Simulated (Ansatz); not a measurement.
**Relative stability**

Two relaxed structures of C2H4Cl, doublet (PBE0-D4/def2-TZVP; forces vanish, vibrations not checked).

A:

```
7
angstrom
C -0.5322 0.3979 -0.1166
C 0.5024 -0.6324 0.0877
Cl 1.8310 -0.2915 1.0972
H -1.3786 -0.0241 -0.6624
H -0.1542 1.2537 -0.6935
H -0.8954 0.7925 0.8370
H 0.6271 -1.4961 -0.5494
```

B:

C1  (-0.369, 0.424, -0.056)
C2  (0.477, -0.763, 0.005)
Cl3  (1.943, -0.444, 1.057)
H4  (-0.014, -1.617, 0.468)
H5  (-0.149, 1.214, -0.762)
H6  (-1.089, 0.621, 0.727)
H7  (0.887, -1.048, -0.962)
(Å)

Program: Ansatz 0.2.0. Basis: def2-TZVPP. Cores are frozen in the correlated methods; orbitals are unrestricted. B3LYP uses VWN-RPA correlation.

(1) Which structure is lower at CCSD(T), and by how much? (To be estimated.)

T1 diagnostic: at most 0.014. ⟨S²⟩ of the unrestricted Hartree–Fock references: 0.77 (a pure state has 0.75).

Answers

(1) Computed: A, by 0.169 eV (electronic energy, against the other). By their contacts, A is C₂H₄Cl ([CH3][CH][Cl]) and B is C₂H₄Cl ([CH2][CH2][Cl]).

All methods give the same order:

| method | E(B) − E(A) (eV) |
| --- | --- |
| PBE-D4 | 0.228 |
| r2SCAN-D4 | 0.204 |
| PBE0-D4 | 0.220 |
| B3LYP-D4 | 0.182 |
| wB97M-V | 0.195 |
| HF | 0.093 |
| MP2 | 0.175 |
| CCSD | 0.165 |
| CCSD(T) | 0.169 |

Labels in which every atom is bracketed show which atoms are joined, not bond orders.

For scale, one of the runs: CCSD(T)/def2-TZVPP, 160 basis functions, launched by `ansatz run in.yaml --threads 2 --pin off --events-out ev --progress --plain --max-ram 4352MiB`. Time: 79 s of wall clock on 2 CPU threads of an Arm Neoverse V1; the host was shared. Peak host memory: 2.8 GiB.
